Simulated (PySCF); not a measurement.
# B₂H₆: PBE0 against B3LYP

Base calculation in PySCF with density fitting and no spin–orbit coupling, PBE0/def2-TZVP (no relativity): singlet, D2h, B–H 1.191 Å (×4), B–H 1.314 Å (×4); B–H–B 83.3° (×2), H–B–H 96.7° (×2), H–B–H 108.9° (×8), H–B–H 121.7° (×2); wavenumbers 334, 821, 848, 899, 910, 929, 979, 991, 1181, 1190, 1724, 1896, 2041, 2193, 2606, 2620, 2697, 2713 cm⁻¹; gap between the highest occupied and lowest empty levels 8.27 eV, polar-tensor charge of B 0.41 e, atomisation energy (no zero-point energy) 2539 kJ/mol.

**Question.** What changes on going to B3LYP/def2-TZVP (no relativity)?

**Answer.** The point group stays the same. Changes: mean bond to B -0.004 Å, highest wavenumber -2 cm⁻¹, lowest wavenumber +32 cm⁻¹, gap between the highest occupied and lowest empty levels -0.34 eV, polar-tensor charge of B +0.04 e, atomisation energy (no zero-point energy) +8 kJ/mol. The new structure has B–H 1.186 Å (×4), B–H 1.312 Å (×4); B–H–B 84.2° (×2), H–B–H 95.8° (×2), H–B–H 109.1° (×8), H–B–H 121.7° (×2), with wavenumbers 366, 801, 848, 894, 939, 952, 991, 1020, 1197, 1205, 1718, 1862, 1997, 2180, 2608, 2621, 2697, 2711 cm⁻¹.

Each species is the lowest minimum found with this bonding; other isomers or fragments can lie lower.
